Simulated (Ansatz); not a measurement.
# CHOSi: the cost of one run

The runs use Ansatz 0.2.0, Gaussian basis; def2-TZVPP, core rule «outside noble gas», up to 7 orbitals frozen.

Plan: UHF; ROHF; CCSD(T) on UHF.

### Step 1. The system

The geometry is a PBE0/def2-TZVP stationary point (not a proven minimum).

4 atoms, charge 0, spin multiplicity 4.

Atoms are counted from 1 here; the program's logs count them from 0.

Bond lengths: C1–O2 1.286 Å, C1–H4 1.089 Å, O2–Si3 1.707 Å. Angles: O2–C1–H4 123.9°, C1–O2–Si3 134.6°.

### Step 2. UHF

Input file in.yaml:

```yaml
crystal:
  periodic: [false, false, false]
  atoms:
    - {symbol: C, position_ang: [0.000000, -0.310298, 1.646633]}
    - {symbol: O, position_ang: [0.000000, 0.351816, 0.544141]}
    - {symbol: Si, position_ang: [0.000000, -0.073198, -1.108628]}
    - {symbol: H, position_ang: [0.000000, 0.152652, 2.632314]}
basis:
  gaussian: {orbitals: def2-TZVPP}
magnetization: {spin_polarized: true, initial_magnetization: 3}
hamiltonian: {xc: hf}
output: {orbitals: {seedname: orbitals}}
```

Run with:

```
$ ansatz run in.yaml --threads 1 --pin off --events-out ev --progress --plain --max-ram 4096MiB --backend cpu
```

Q: Estimate wall time and peak memory on 1 thread of AMD EPYC 7R13, shared host.

About 5.5 s, with a peak of 0.25 GiB.
